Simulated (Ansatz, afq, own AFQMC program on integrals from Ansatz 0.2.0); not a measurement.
NaH₂⁻, singlet in aug-cc-pVDZ, levels against full CI

```xyz
3

Na    0.0000    0.0000    0.8034
H     0.0000    0.0000   -3.6726
H     0.0000    0.0000    2.8692
```

Basis aug-cc-pVDZ. Noble-gas cores (and the filled d shells of Ga–Kr and In–Xe) are frozen. Ansatz 0.2.0 and our own AFQMC program on the same integrals; the CISD trial comes from CCSD amplitudes, and released means the phaseless constraint is let go. Error bars are statistical, one sigma.

Determinant: UHF, the one that the program's search chose, which needn't be the lowest solution. The geometry is a point of a scan.

Full CI on the same integrals is exact in this basis and with this determinant's frozen core.

Cautions: strong correlation (T1 0.184, weight of the determinant 0.67, largest double 0.10); unrestricted determinant spin contaminated (⟨S²⟩ 0.56 against 0.00).

- T1 diagnostic: 0.1844
- weight of the determinant in the CISD state: 0.672
- ⟨S²⟩ of the determinant: 0.563
- size of the correlated space: 4 electrons in 40 orbitals

Reference: full CI, correlation energy -1.873 eV. The released energy is read at 2.40 1/Eh (meV from the phaseless value at times in 1/Eh: -1 ± 3 at 0.24, -1.6 ± 2.2 at 0.51, -1.8 ± 1.6 at 0.99, -3.8 ± 1.2 at 1.62, -4.9 ± 1.9 at 2.40). The cautions show a poor starting determinant, so the rows tell how each method copes with it here, and full CI is the sure value.

```json
{"level": "HF", "E − E(reference) (kcal/mol)": "43.20", "share of correlation (%)": "0.00"}
{"level": "MP2", "E − E(reference) (kcal/mol)": "20.43", "share of correlation (%)": "52.71"}
{"level": "CCSD", "E − E(reference) (kcal/mol)": "0.19", "share of correlation (%)": "99.57"}
{"level": "CCSD(T)", "E − E(reference) (kcal/mol)": "0.06", "share of correlation (%)": "99.86"}
{"level": "CCSDT", "E − E(reference) (kcal/mol)": "0.01", "share of correlation (%)": "99.98"}
{"level": "CCSDT(Q)", "E − E(reference) (kcal/mol)": "0.00", "share of correlation (%)": "99.99"}
{"level": "ph-AFQMC/HF", "E − E(reference) (kcal/mol)": "0.70 ± 0.42", "share of correlation (%)": "98.39"}
{"level": "ph-AFQMC/CISD", "E − E(reference) (kcal/mol)": "0.05 ± 0.07", "share of correlation (%)": "99.89"}
{"level": "released AFQMC", "E − E(reference) (kcal/mol)": "-0.06 ± 0.04", "share of correlation (%)": "100.15"}
```

CCSDT and higher add their correlation energy to the determinant of the CCSD(T) run, since their own runs factorise the integrals more tightly (a shift of under 2 meV). A walk keeps the symmetry of its determinant, which the program's search chose and which needn't be the lowest solution, so a lower state of the same spin and another symmetry isn't excluded. Released energies are given only where the last usable release times agree within the noise; a slower fall can still hide under it.
